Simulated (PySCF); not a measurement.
# LiB⁺: changing the method

Starting from one script, swap the method and compare what comes out for LiB⁺.

Computed with PySCF 2.14.0. Level: method and basis as typed in the scripts.

2 further runs of the same task are left out: 2 that didn't finish.

## (1) Starting geometry

LiB⁺: 2 atoms, charge 1, spin multiplicity 2.

Bond lengths: Li1–B2 2.200 Å.

## (2) The run that the others are compared with

input.py reads:

```python
from pyscf import gto, scf, mcscf

mol = gto.M(
    atom='Li 0 0 0; B 0 0 2.2',
    basis='def2-tzvp',
    charge=1,
    spin=1,
    verbose=3,
)
mf = scf.ROHF(mol)
mf = mf.density_fit(auxbasis='def2-universal-jkfit')
mf.kernel()
mc = mcscf.CASCI(mf, 6, 5)
mc.kernel()
mc.analyze()
mf.dip_moment()
print('orbital energies (hartree):', mf.mo_energy[..., max(0, mol.nelec[1]-3):mol.nelec[0]+3].round(4))
```

The run is started by

```sh
> python input.py
```

## (3) MP2 (UHF)

Edit 1 changes step after the SCF: casci → mp2; SCF type: ROHF → UHF; frozen orbitals: none → 1.

input.py reads:

```python
from pyscf import gto, scf, mp

mol = gto.M(
    atom='Li 0 0 0; B 0 0 2.2',
    basis='def2-tzvp',
    charge=1,
    spin=1,
    verbose=3,
)
mf = scf.UHF(mol)
mf = mf.density_fit(auxbasis='def2-universal-jkfit')
mf.kernel()
mp.MP2(mf, frozen=1).kernel()
mf.dip_moment()
print('orbital energies (hartree):', [e[max(0, n-3):n+3].round(4) for e, n in zip(mf.mo_energy, mol.nelec)])
```

## (4) CISD

Edit 2 changes step after the SCF: casci → cisd.

Edit input.py of step 2 so:

```diff
@@ -1,2 +1,2 @@
-from pyscf import gto, scf, mcscf
+from pyscf import gto, scf, ci
 
@@ -12,5 +12,3 @@
 mf.kernel()
-mc = mcscf.CASCI(mf, 6, 5)
-mc.kernel()
-mc.analyze()
+ci.CISD(mf).kernel()
 mf.dip_moment()
```

## (5) Geometry optimisation

Edit 3 changes step after the SCF: casci → optimize.

input.py reads:

```python
from pyscf import gto, scf
from pyscf.geomopt.geometric_solver import optimize

mol = gto.M(
    atom='Li 0 0 0; B 0 0 2.2',
    basis='def2-tzvp',
    charge=1,
    spin=1,
    verbose=3,
)
mf = scf.ROHF(mol)
mf = mf.density_fit(auxbasis='def2-universal-jkfit')
mf.kernel()
mol_eq = optimize(mf, maxsteps=30)
print('optimised geometry (angstrom)')
print(mol_eq.tostring('raw'))
print('orbital energies (hartree):', mf.mo_energy[..., max(0, mol.nelec[1]-3):mol.nelec[0]+3].round(4))
```

**Question.** What will these runs give? Wanted: for each run, E(SCF); from base; gap, α spin; after the SCF.

**Answer**, as computed:

```csv
run,E(SCF) (hartree),from base (eV),"gap, α spin (eV)",after the SCF
base,-31.793391,0,n/a,CASCI correlation -0.277 eV
MP2 (UHF),-31.796756,-0.0916,10.83,"MP2 correlation -1.905 eV, core frozen"
CISD,-31.793391,0.0000,n/a,CISD correlation -2.998 eV
geometry optimisation,-31.793391,0.0000,n/a,"bond 2.433 Å, -0.080 eV"
```

SCF columns refer to the geometry typed in the script.

What this shows: Total energies from different bases, Hamiltonians or methods carry different errors, so properties are taken as differences within one set-up.
